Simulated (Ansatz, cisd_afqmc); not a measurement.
System: CH2, charge 0, singlet. This singlet is an excited state, 0.4 eV above the triplet at CCSD(T)/cc-pV5Z (Ansatz, an electronic-structure program). CH2 (SMILES [CH2]).
B3LYP-D3(BJ)/def2-TZVP minimum from Ansatz:
```
C
H 1 1.1106
H 1 1.1106 2 101.83
```

Total energies in cc-pVTZ, 6 correlated electrons, 1 frozen orbitals. Open shells are spin-unrestricted; no spin-orbit coupling. Cores are frozen in correlated methods. No relativity. AFQMC is phaseless with a CISD trial state; ± is one standard error, without the phaseless bias. Outlying blocks are dropped, and bars are widened where a walk drifts. Over all cases where full CI ran beside it in this data, AFQMC minus full CI had a median of +0.1 mEh and passed +0.4 mEh in a tenth of the cases. The restricted determinant of CH2 ([CH2], singlet) is unstable towards broken spin symmetry in at least one set run.

```
method         program        energy (Eh)  minus CCSDTQ (mEh)
----------  ----------  -----------------  ------------------
HF              Ansatz          -38.89224              170.17
MP2             Ansatz          -39.03096               31.46
CCSD            Ansatz          -39.05656                5.85
CCSD(T)         Ansatz          -39.06138                1.03
CCSDT(Q)        Ansatz          -39.06238                0.03
CCSDTQ          Ansatz          -39.06241                0.00
AFQMC/CISD  cisd_afqmc  -39.0622 ± 0.0001           0.2 ± 0.1
```

Rough core times of Ansatz's runs on a shared machine: CCSD(T) under 20 s, CCSDT(Q) under 20 s, CCSDTQ 3 min.
